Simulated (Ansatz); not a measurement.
A made-up structure of CH$_{6}$NSi (charge +1), closed shell:

```xyz
9
angstrom
N 0.0296 0.6891 -0.0575
C -0.7829 0.7540 -1.0416
Si 0.5680 -0.9409 0.8091
H -1.2255 -0.1159 -1.4552
H -1.0564 1.6724 -1.4947
H 0.3928 1.5890 0.2566
H 2.0344 -0.9562 0.6286
H -0.1543 -2.0102 0.0882
H 0.1398 -0.7423 2.2092
```

It is relaxed with PBE-D4/def2-SVP and then PBE0-D4/def2-TZVP (Ansatz 0.2.0). Atoms count as bonded within 1.22 times the sum of their covalent radii (H–H: 0.88 Å). The end point is not checked to be a true minimum.

Task: Does its bonding change? (Judge from chemistry; the calculation decides.)

Result: Computed: No: no bond forms or breaks.

Where it ends: The first stage lowers the energy by 0.12 eV in 5 steps. It ends as CH₆NSi ([CH2][NH][SiH3]), total charge +1:
N1  (0.027, 0.642, -0.054)
C2  (-0.779, 0.729, -1.034)
Si3  (0.565, -0.913, 0.802)
H4  (-1.224, -0.174, -1.445)
H5  (-1.031, 1.694, -1.467)
H6  (0.409, 1.526, 0.284)
H7  (2.026, -0.918, 0.612)
H8  (-0.176, -1.943, 0.052)
H9  (0.129, -0.704, 2.193)
(Å)

Labels in which every atom is bracketed show which atoms are joined, not bond orders.

For scale, one of the runs: PBE0-D4/def2-TZVP relaxation, 135 basis functions, launched by `ansatz run in.yaml --threads 2 --pin off --events-out ev --progress --plain --max-ram 4352MiB`. The run took about 17 s on 2 CPU threads of an Arm Neoverse V2 (shared host).
